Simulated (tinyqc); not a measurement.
Ways to converge the cycle: SCF convergence aids in the sto-3g basis, for H3O+, spin multiplicity 1. Computed by the program tinyqc with PySCF. RHF with one setting changed at a time; a run stops when the energy changes by less than 1e-09 hartree and the error matrix is below 1e-5. The start is random orbitals. Damping d keeps d of the old density; a shift (hartree) raises the virtual levels; DIIS n extrapolates F over n matrices.

Geometry (angstrom):
```
atom,x,y,z
O,0.0000,0.0000,0.1000
H,1.1890,0.0000,0.0000
H,-0.5950,1.0300,0.0000
H,-0.5950,-1.0300,0.0000
```

lowest restricted solution found by these runs and by PySCF = -75.226989 hartree

Largest element of the error matrix X^T (FDS - SDF) X:
```
iteration,plain,damping 0.3,damping 0.6,shift 0.4,DIIS 3,DIIS 8
1,8.6e+00,8.6e+00,8.6e+00,8.6e+00,8.6e+00,8.6e+00
2,6.0e-01,2.5e+00,5.0e+00,5.4e-01,6.0e-01,6.0e-01
3,2.4e-01,8.0e-01,3.0e+00,2.6e-01,2.4e-01,2.4e-01
4,7.6e-02,2.5e-01,1.8e+00,1.1e-01,2.2e-02,2.2e-02
5,2.1e-02,7.6e-02,1.1e+00,5.7e-02,6.3e-03,5.8e-03
6,7.2e-03,2.4e-02,6.7e-01,3.4e-02,2.2e-03,2.2e-03
8,1.1e-03,7.2e-03,2.5e-01,1.5e-02,6.5e-05,6.5e-05
10,3.0e-04,3.2e-03,9.0e-02,6.6e-03,5.9e-06,1.0e-06
14,2.3e-05,6.2e-04,1.2e-02,1.3e-03,-,-
20,-,5.4e-05,2.2e-03,1.2e-04,-,-
30,-,-,2.6e-04,-,-,-
45,-,-,1.1e-05,-,-,-
```

How each run ends:
```
run,iterations,E (hartree),state
plain,16,-75.226989,lowest found
damping 0.3,25,-75.226989,lowest found
damping 0.6,47,-75.226989,lowest found
shift 0.4,27,-75.226989,lowest found
DIIS 3,10,-75.226989,lowest found
DIIS 8,10,-75.226989,lowest found
```

What does the comparison show, and why?

6 of 6 runs reach the lowest restricted solution found, in 10 to 47 iterations (fastest: DIIS 3, DIIS 8). Plain steps already contract here, so damping only slows them. DIIS 3 and DIIS 8 gain by cancelling the error over several earlier matrices, much as a quasi-Newton step does.
